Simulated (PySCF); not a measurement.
**Worked example: the step energy**

An elementary step of CH10Si2, closed shell (Si₂H₆ ([SiH3][SiH3]) + CH₄ → CH₆Si ([CH3][SiH3]) + SiH₄; Si–Si, H–C broken or loosened, Si–C, Si–H formed or tightened). “Start” and “end” are the PBE0-D4/def2-TZVP structures reached by relaxing down either side of its saddle point, with the molecules still in contact.

Program: PySCF 2.14 with density fitting (its default auxiliary sets; JK sets also for MP2 and CCSD(T)). Basis: def2-TZVPP and def2-QZVPP. Cores are frozen in the correlated methods.

Energies in eV:

| quantity | end | start |
| --- | --- | --- |
| Hartree–Fock, triple zeta (X = 3) | -16914.00561 | -16914.01755 |
| Hartree–Fock, quadruple zeta (X = 4) | -16914.56869 | -16914.57406 |
| MP2 correlation, X = 3 | -12.56869 | -12.58414 |
| MP2 correlation, X = 4 | -13.27554 | -13.30254 |
| CCSD(T) correlation, X = 3 | -14.95863 | -15.02544 |

**Question.** Work out the step energy at the basis limit: extrapolate Hartree–Fock as E(X) = E∞ + A exp(−7.88 √X) and the MP2 correlation as E(X) = E∞ + B X^−2.97 (the exponents that Neese and Valeev fitted for def2-TZVPP and QZVPP), then add CCSD(T) − MP2 in triple zeta.

**Answer.** Each step is linear, so take the differences first (end − start): Hartree–Fock 0.01194 (X = 3) and 0.00537 (X = 4); MP2 correlation 0.01545 and 0.02700; CCSD(T) correlation 0.06681.
Two points give E∞ = E(4) + w [E(4) − E(3)], with w = 1/(exp(7.88 (2 − √3)) − 1) = 0.1377 for Hartree–Fock and w = 1/((4/3)^2.97 − 1) = 0.7407 for the correlation.
Hartree–Fock: 0.00537 + 0.1377 × (-0.00657) = 0.0045 eV.
MP2 correlation: 0.02700 + 0.7407 × 0.01155 = 0.0356 eV.
CCSD(T) − MP2: 0.06681 − 0.01545 = 0.0514 eV.
Sum: 0.0045 + 0.0356 + 0.0514 = 0.0915 eV, or 2.11 kcal/mol. Plain CCSD(T) in triple zeta gives 0.0787 eV, so the larger basis shifts the result by 0.0128 eV.

The T1 diagnostic stays at or below 0.012.

Labels in which every atom is bracketed show which atoms are joined, not bond orders.

For scale, one of the runs: CCSD(T)/def2-TZVPP, 255 basis functions, launched by `OMP_NUM_THREADS=4 python run.py`. Hardware: 4 CPU threads of an Arm Neoverse V2, shared host. Wall time 15 min; peak host memory 4.6 GiB.
